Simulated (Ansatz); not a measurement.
Molecule (SMILES): OO (H2O2).
Atoms: O1, O2, H3, H4. Bonds: O1-O2, O1-H3, O2-H4.

Basis-set convergence of the optimised O1-O2 bond length at HF with Ansatz (an electronic-structure program). All functions are spherical. The program fits the integrals of some runs and decomposes those of others, by size. No added dispersion term, no relativity. Reference: the value in def2-QZVPPD, 1.3841 Å, itself unsure by roughly 0.0004 Å (its mean distance from pcseg-3, def2-QZVPP, cc-pVQZ). Deviations are taken from unrounded values.

| basis | functions | optimised O1-O2 bond length (Å) | minus reference (Å) |
|---|---|---|---|
| pcseg-1 | 38 | 1.3996 | 0.0155 |
| aug-pcseg-1 | 64 | 1.3904 | 0.0063 |
| pcseg-2 | 88 | 1.3867 | 0.0026 |
| aug-pcseg-2 | 138 | 1.3863 | 0.0023 |
| pcseg-3 | 186 | 1.3839 | -0.0002 |

The smallest set listed that lies within 0.01 Å of the reference with all its larger relatives (same family, alike in diffuse functions; a set with none counts only in the reference's own line) is aug-pcseg-1 (64 functions, 0.0063 Å off).
